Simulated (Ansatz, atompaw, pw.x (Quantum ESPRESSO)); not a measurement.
**From atom to crystal: PAW (atompaw) potential for Ga (Z = 31)**

atompaw 4.2.0.5 input, output lines left out:

```
Ga 31
LDA-PW scalarrelativistic loggrid 1500 logderivrange -3 5 201
4 4 3 0 0 0
4 1 1
0 0 0
c
c
c
v
c
c
v
c
1
2.60 2.30 2.50 2.45
y
2.6
n
y
3.3
n
custom polynom gramschmidtortho sinc
2 0 vpsmatchnc
1.75
1.75
2.60
2.60
```

Crystal test: bcc Ga in pw.x 7.5, no spin, 14³ k-points, Fermi–Dirac smearing 0.01 Ry, cutoffs 40/400 Ry. The lattice is a test structure that the element need not adopt, and mesh and smearing are coarse.

pw.x input:

```
&control
  calculation='scf', prefix='x', pseudo_dir='./', outdir='./tmp', tstress=.true., disk_io='none'
/
&system
  ibrav=0, nat=1, ntyp=1, ecutwfc=40, ecutrho=400, nbnd=8,
  occupations='smearing', smearing='fd', degauss=0.01
/
&electrons
  conv_thr=1e-09, mixing_beta=0.4, electron_maxstep=70
/
ATOMIC_SPECIES
Ga 1.0 Ga.UPF
CELL_PARAMETERS angstrom
  -1.63584463 1.63584463 1.63584463
  1.63584463 -1.63584463 1.63584463
  1.63584463 1.63584463 -1.63584463
ATOMIC_POSITIONS crystal
Ga 0.0000 0.0000 0.0000
K_POINTS automatic
14 14 14 0 0 0
```

```bash
pw.x < Ga.scf.in > Ga.scf.out
```

**Question.** How does the run end?

**Answer.** It converges; the pressure is -837.17 GPa against -0.61 GPa from all-electron LAPW. The pseudo pressure rises with volume over the whole range, a mechanical instability. Note: ghost state, extra bound levels that the all-electron valence spectrum of the same l lacks: s at -144.8 eV. A true bound ghost makes a file unfit for plane-wave use. A pressure error of this size marks a broken potential; the numbers have no physical meaning. The log shows:

```
     estimated scf accuracy    <       4.49314304 Ry
     iteration #  3     ecut=    40.00 Ry     beta= 0.40
     negative rho (up, down):  3.719E-01 0.000E+00
     total energy              =    -153.41952148 Ry
     estimated scf accuracy    <      11.76158480 Ry
     iteration #  4     ecut=    40.00 Ry     beta= 0.40
     negative rho (up, down):  2.487E-01 0.000E+00
     total energy              =    -156.04087778 Ry
     estimated scf accuracy    <       0.64147551 Ry
     [... 27 iterations left out ...]
     iteration # 32     ecut=    40.00 Ry     beta= 0.40
     negative rho (up, down):  2.338E-01 0.000E+00
     total energy              =    -155.39545556 Ry
     estimated scf accuracy    <       0.00002518 Ry
     iteration # 33     ecut=    40.00 Ry     beta= 0.40
     negative rho (up, down):  2.342E-01 0.000E+00
     total energy              =    -155.39545504 Ry
     estimated scf accuracy    <       0.00000579 Ry
     iteration # 34     ecut=    40.00 Ry     beta= 0.40
     negative rho (up, down):  2.342E-01 0.000E+00
     total energy              =    -155.39545554 Ry
     estimated scf accuracy    <          1.6E-09 Ry
     iteration # 35     ecut=    40.00 Ry     beta= 0.40
     negative rho (up, down):  2.342E-01 0.000E+00
     the Fermi energy is     2.0167 ev
!    total energy              =    -155.39545554 Ry
     estimated scf accuracy    <          5.6E-10 Ry
     smearing contrib. (-TS)   =      -0.00322753 Ry
     The total energy is F=E-TS. E is the sum of the following terms:
     one-electron contribution =      -5.78943088 Ry
     hartree contribution      =       8.20444260 Ry
     xc contribution           =      -5.84764022 Ry
     ewald contribution        =      -5.29762862 Ry
     one-center paw contrib.   =    -146.66197089 Ry
     convergence has been achieved in  35 iterations
     negative rho (up, down):  2.342E-01 0.000E+00
          total   stress  (Ry/bohr**3)                   (kbar)     P=    -8371.67
     Message from routine punch:
     Nothing written, as per user request (disk_io='none')
```
